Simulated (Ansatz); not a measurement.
# C₃H₄FN: small, medium and large basis sets

The task here is to estimate one member of a computed series from the others.

Program: Ansatz 0.2.0, Gaussian basis. Level of theory: one geometry, several basis sets. These are calculated values, not measurements.

Plan: PBE0-D4/def2-SVP; ωB97M-V/def2-SVP; PBE0-D4/def2-QZVPP; ωB97M-V/def2-QZVPP; the functionals' def2-TZVPP values are taken from earlier runs.

**The geometry**

An earlier PBE0-D4 in a triple-zeta def2 set relaxation fixed the geometry.

SMILES `NC1=C(F)C1`, 9 atoms, charge 0, spin multiplicity 1.

Atoms are counted from 1 here; the program's logs count them from 0.

Bond lengths: N1–C2 1.361 Å, N1–H6 1.008 Å, N1–H7 1.008 Å, C2–C3 1.285 Å, C2–C5 1.525 Å, C3–F4 1.319 Å, C3–C5 1.469 Å, C5–H8 1.097 Å, C5–H9 1.095 Å. Angles: C2–N1–H6 114.8°, C2–N1–H7 115.2°, H6–N1–H7 112.6°, N1–C2–C3 156.2°, N1–C2–C5 140.3°, C3–C2–C5 62.4°, C2–C3–F4 149.1°, C2–C3–C5 66.8°, F4–C3–C5 143.2°, C2–C5–C3 50.8°, C2–C5–H8 118.7°, C2–C5–H9 119.1°, C3–C5–H8 120.7°, C3–C5–H9 120.7°, H8–C5–H9 113.1°.

Set-up of the first run:

File in.yaml:

```yaml
crystal:
  periodic: [false, false, false]
  atoms:
    - {symbol: N, position_ang: [-1.073845, 1.080136, -0.501755]}
    - {symbol: C, position_ang: [-0.070811, 0.204179, -0.219824]}
    - {symbol: C, position_ang: [0.953055, -0.530715, -0.469037]}
    - {symbol: F, position_ang: [1.870287, -0.942576, -1.322406]}
    - {symbol: C, position_ang: [0.311579, -0.849381, 0.813590]}
    - {symbol: H, position_ang: [-1.437718, 1.576199, 0.296631]}
    - {symbol: H, position_ang: [-0.905272, 1.685199, -1.290418]}
    - {symbol: H, position_ang: [-0.321153, -1.739201, 0.917456]}
    - {symbol: H, position_ang: [0.762475, -0.530240, 1.758763]}
basis:
  gaussian: {orbitals: def2-SVP}
hamiltonian: {xc: pbe0, dispersion: d4}
output: {orbitals: {seedname: orbitals}}
```

The run is started by

```console
$ ansatz run in.yaml --threads 2 --pin off --events-out ev --progress --plain --max-ram 4352MiB
```

Among the steps run: PBE0-D4 in def2-SVP; ωB97M-V in def2-SVP; PBE0-D4 in def2-QZVPP; ωB97M-V in def2-QZVPP.

One table of the session follows, with a row left open; its other results are not shown here.

It belongs to the step «Density functionals: the series». 

| functional | basis | HOMO (eV) | LUMO (eV) |
| --- | --- | --- | --- |
| PBE0-D4 | def2-SVP | -5.83 | 1.50 |
| PBE0-D4 | def2-TZVPP | -5.97 | 0.73 |
| PBE0-D4 | def2-QZVPP | -6.01 | 0.28 |
| ωB97M-V | def2-SVP | -7.99 | 3.17 |
| ωB97M-V | def2-TZVPP | ? | ? |
| ωB97M-V | def2-QZVPP | -8.20 | 1.41 |

Q: Estimate the row for ωB97M-V, def2-TZVPP from the others.

As computed: HOMO (eV): -8.15; LUMO (eV): 2.14. In the column «HOMO (eV)» it lies between ωB97M-V, def2-QZVPP (-8.20) and ωB97M-V, def2-SVP (-7.99).
